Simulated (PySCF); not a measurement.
**Gas-phase XPS of `CC(C)(C)S`, computed**

Compound: C₄H₁₀S.
Z-matrix (Å and degrees, PBE0-D3(BJ)/def2-SVP geometry), rows numbered from 1:
```
C 
C   1  1.5251
C   2  1.5246  1  110.96
C   2  1.5273  1  110.49  3  -122.92
S   2  1.8485  1  109.84  3   121.68
H   1  1.1033  2  110.24  3    60.78
H   1  1.0995  2  111.00  3  -179.00
H   1  1.1010  2  111.24  3   -58.64
H   3  1.0996  2  111.03  1   178.45
H   3  1.1032  2  110.23  1   -61.33
H   3  1.1011  2  111.24  1    58.11
H   4  1.1006  2  111.23  1  -178.84
H   4  1.1006  2  111.25  1   -58.01
H   4  1.1016  2  109.72  1    61.59
H   5  1.3512  2   96.44  1   -61.69
```

Computed, not measured: delta-SCF UKS SCAN, pcX-2 on the ionised atom, pcseg-1 elsewhere, spin-free X2C in PySCF. Vertical ΔSCF values, vacuum level as zero.

Question: Give the core binding energies atom by atom.

Answer: 
```csv
atom(s),bonded to,level,binding energy (eV),above the level's lowest (eV),count
C1/C3/C4,C and 3 H,C 1s,290.64,0.00,3
C2,S and 3 C,C 1s,291.39,+0.75,1
S5,C and H,S 1s,2476.79,0.00,1
```

The listed C 1s values span 0.75 eV, from C1/C3/C4 (bonded to C and 3 H) to C2 (bonded to S and 3 C).

Question: Which photon energy gives electrons from S 1s of S5 a kinetic energy of 100 eV, and what is their de Broglie wavelength?

Answer: hν = 2476.79 + 100 = 2576.79 eV, recoil neglected; λ = 12.264 Å/√(E/eV) = 1.23 Å.

One atom of each set of topologically equivalent atoms was ionised and stands for the set; in this conformer not all members are related by symmetry, and their own values weren't computed. Not every level is listed. Isolated species at its PBE0-D3(BJ)/def2-SVP geometry, gas phase.

On x86-64 server, one thread (shared host), this took 24 s of wall time.
